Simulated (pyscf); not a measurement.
H₃C–SiH₃ + HCl -> H₃C–SiH₃ + HCl (four-centre exchange; singlet surface; C–H, Cl–H broken, C–H, Cl–H formed). PySCF, gas phase, ωB97X-D3(BJ)/def2-SVP geometries. Correlated levels are frozen-core, on RHF or UHF. ΔMP2 is the change of the MP2 total energy from the triple- to the quadruple-zeta basis. Energies in kJ/mol from the separated reactants.

```csv
level,barrier,reaction energy
PBE/def2-TZVP,203.1,0.0
r²SCAN/def2-TZVP,214.2,0.0
PBE0-D3(BJ)/def2-TZVP,215.9,0.0
M06-2X/def2-TZVP,235.0,0.0
HF/def2-TZVP,309.7,0.0
CCSD/def2-TZVPP,?,0.0
CCSD(T)/def2-TZVPP + ΔMP2(QZVPP),?,0.0
```

**Question.** Fill in the missing entries.

**Answer.** 
- CCSD/def2-TZVPP, barrier: 264.6
- CCSD(T)/def2-TZVPP + ΔMP2(QZVPP), barrier: 244.8

Of the functionals in the table, M06-2X is closest to CCSD(T)/def2-TZVPP + ΔMP2(QZVPP) in the barrier (9.8 kJ/mol apart) and PBE least close (41.7 kJ/mol); that level has limits of its own. The same reactants have a lower exit, to H₃C–SiH₂–Cl + H₂ (barrier +141.8 kJ/mol at ωB97M-D3(BJ)/def2-TZVP, against +237.1 kJ/mol here). One saddle was located; it need not be the lowest between these sides. The CCSD(T) − MP2 part came from Ansatz, without density fitting, on the same reference.
